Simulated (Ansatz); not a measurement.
Born–Oppenheimer molecular dynamics of BFH$_{3}$N (6 atoms, charge 0, multiplicity 1). It starts from a relaxed structure.

Theory: RHF/def2-SVP in Ansatz 0.2.0.

```json
{
  "ensemble": "NVE (velocity Verlet)",
  "time step": "0.5 fs",
  "steps asked": "150",
  "starting velocities drawn for": "200 K",
  "seed": "397829"
}
```

First frame:

```xyz
6
Properties=species:S:1:pos:R:3
B 0.067 0.013 -0.049
F -0.025 -0.630 1.111
N 1.278 0.014 -0.730
H 2.092 -0.451 -0.384
H 1.405 0.480 -1.603
H -0.901 0.575 -0.475
```

(1) How far do the bonds stretch over the last three quarters of this one trajectory? (Pairs bonded in most of those frames.)

## Answers

(1) 
```
 bond  mean (Å)  spread (Å)  shortest  longest
B1–F2     1.329       0.010      1.31     1.35
B1–N3     1.389       0.016      1.36     1.42
B1–H6     1.198       0.018      1.17     1.23
N3–H4     1.003       0.021      0.97     1.03
N3–H5     0.999       0.012      0.98     1.02
```

Mean temperature of the second half: 101 K. The conserved energy stayed within 0.22 meV per atom of its start (net change 0.11 meV per atom), so the integration is sound. Over the second half the temperature averaged 0.50 of the 200 K drawn at the start: a run that starts near a minimum puts about half its kinetic energy into the potential. A run of 0.075 ps of so small a system gives no equilibrium averages.

The run took 100 s on 1 thread of Arm Neoverse N1, with other jobs on the host, peak memory 0.086 GiB.
